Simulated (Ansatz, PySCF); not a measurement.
This PySCF input computes a CAM-B3LYP/def2-TZVPD energy:

```python
from pyscf import gto, scf, dft

mol = gto.M(
    atom='''
    C    -0.00000000    0.00000000   -0.00000000
    H     0.62054657    0.62688914    0.63896175
    H    -0.64285838   -0.62489528    0.61852983
    H     0.63693263   -0.63278043   -0.61664082
    H    -0.61462083    0.63078657   -0.64085076
    ''',
    basis='def2-tzvpd',
    charge=0,
    spin=0,
    verbose=4,
)

mf = dft.RKS(mol, xc='camb3lyp').density_fit(auxbasis='def2-universal-jkfit')
mf.grids.level = 3
mf.conv_tol = 1e-9
mf.max_cycle = 100
mf.max_memory = 1500
mf.kernel()
if not mf.converged:
    mf = mf.newton()
    mf.kernel(mf.make_rdm1())
mf.analyze()
```

### Question
Write an input for the same energy in Ansatz (an electronic-structure program) and say what it gives.

### Answer

Ansatz 0.2 input:
```yaml
crystal:
  periodic: [false, false, false]
  atoms:
    - {symbol: C, position_ang: [-0.00000000, 0.00000000, -0.00000000]}
    - {symbol: H, position_ang: [0.62054657, 0.62688914, 0.63896175]}
    - {symbol: H, position_ang: [-0.64285838, -0.62489528, 0.61852983]}
    - {symbol: H, position_ang: [0.63693263, -0.63278043, -0.61664082]}
    - {symbol: H, position_ang: [-0.61462083, 0.63078657, -0.64085076]}
basis:
  gaussian:
    orbitals: def2-TZVPD
hamiltonian:
  xc: {name: CAM-B3LYP}
output: {forces: true}
```
It gives -40.50344 Eh, and PySCF -40.50350 Eh, a difference of 0.06 mEh, from the treatment of integrals and grids.
